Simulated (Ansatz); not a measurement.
A made-up structure of CH6AlSi (charge +1), singlet:

Al1  (-0.403, 0.959, -1.107)
C2  (1.017, 0.357, 0.026)
Si3  (-0.236, -0.836, 0.745)
H4  (-1.445, -0.338, -0.203)
H5  (0.387, -1.218, 1.962)
H6  (1.859, -0.118, -0.482)
H7  (1.400, 1.095, 0.734)
H8  (-0.120, -2.253, 0.357)
H9  (-0.766, -0.535, 2.087)
(Å)

It is relaxed with PBE-D4/def2-SVP and then PBE0-D4/def2-TZVP (Ansatz 0.2.0). Atoms count as bonded within 1.22 times the sum of their covalent radii (H–H: 0.88 Å). The end point is not checked to be a true minimum.

(1) Does its bonding change? (A judgement: the text doesn't fix the answer.)

Results:

(1) The calculation gives: Yes. Formed: Al1–H4; broken: Al1–Si3, Si3–H4.

Where it ends: The first stage lowers the energy by 3.03 eV in 17 steps. It ends as CH₆AlSi ([AlH][CH2][SiH3]), total charge +1:
Al1  (-0.721, 0.619, -0.975)
C2  (0.732, 0.195, 0.145)
Si3  (0.339, -1.164, 1.441)
H4  (-1.965, 0.919, -1.864)
H5  (1.561, -1.393, 2.239)
H6  (1.567, -0.136, -0.487)
H7  (1.047, 1.111, 0.662)
H8  (-0.079, -2.373, 0.691)
H9  (-0.788, -0.666, 2.266)
(Å)

Labels in which every atom is bracketed show which atoms are joined, not bond orders.

For scale, one of the runs: PBE0-D4/def2-TZVP relaxation, 141 basis functions, launched by `ansatz run in.yaml --threads 2 --pin off --events-out ev --progress --plain --max-ram 4352MiB`. The run took about 14 s on 2 CPU threads of an Arm Neoverse V1 (shared host).
